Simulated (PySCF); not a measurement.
# How the method moves the adiabatic energies of losing or gaining an electron of vinylium

Structure: `[CH+]=C` ([C2H3]+).

All levels share the PBE0-D3(BJ)/def2-SVP structures and the PBE0-D3(BJ)/def2-SVP thermal terms; only the single-point energies (PySCF) change. Values are adiabatic energies of losing or gaining an electron (0 K, eV).

| level | recombination energy to the radical | abs. error | time |
| --- | --- | --- | --- |
| HF/jun-cc-pV(T+d)Z | 8.25 | 0.23 | 1.4 s |
| MP2/jun-cc-pV(T+d)Z | 8.40 | 0.07 | 11 s |
| CCSD(T)/jun-cc-pV(T+d)Z | 8.60 | 0.12 | 6.3 min |
| ωB97X-D3(BJ)/ma-def2-TZVP | 8.62 | 0.15 | – |
| ATcT 1.112 | 8.47 |  |  |

Times are wall times for all single points of a level on 1 thread of Arm Neoverse V2, a shared host; the dash marks the run that also made the structures.

Hartree-Fock leaves out electron correlation, so its ionisation energies and electron affinities from energy differences come out too low, often by 1 eV or more.

The spread: 0.38 eV, from 8.25 to 8.62.

Differences come from unrounded values, so a last digit can differ from that of the printed terms.
